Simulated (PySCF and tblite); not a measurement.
Results of a calculation; reference values are marked as such.
System: C₄H₉N, numbered as in [CH3:1][CH2:2][N:3]1[CH2:4][CH2:5]1.

For the rotation about the C2–N3 bond (torsion C1–C2–N3–C4 from -86° to 36°, rising): electronic barrier 5.56 kcal/mol, zero-point change 0.03 kcal/mol, thermal and entropy terms at 400 K a further 0.97 kcal/mol (symmetry numbers apart). The minimum is C1, the saddle C1. The path came from a restrained scan, a climbing-image band and a saddle search at GFN2-xTB; energies are B3LYP/pcSseg-1 + D3(BJ)//GFN2-xTB, thermal terms GFN2-xTB. Rate constants are transition-state-theory values, counting equivalent paths, without tunnelling. Run with tblite and PySCF.

**Question.** How many equivalent paths lead out of the minimum?

**Answer.** 1: the symmetry number of the minimum is 1, that of the saddle displaced along its mode 1.

**Question.** Work out the rate at 400 K.

**Answer.** ΔG‡ = 6.56 kcal/mol; k_B T/h = 8.3×10¹² s⁻¹; exp(−ΔG‡/RT) = 0.00026; times 1 gives k = 2.2×10⁹ s⁻¹. Wigner's tunnelling factor for the 110i cm⁻¹ mode would be 1.01.
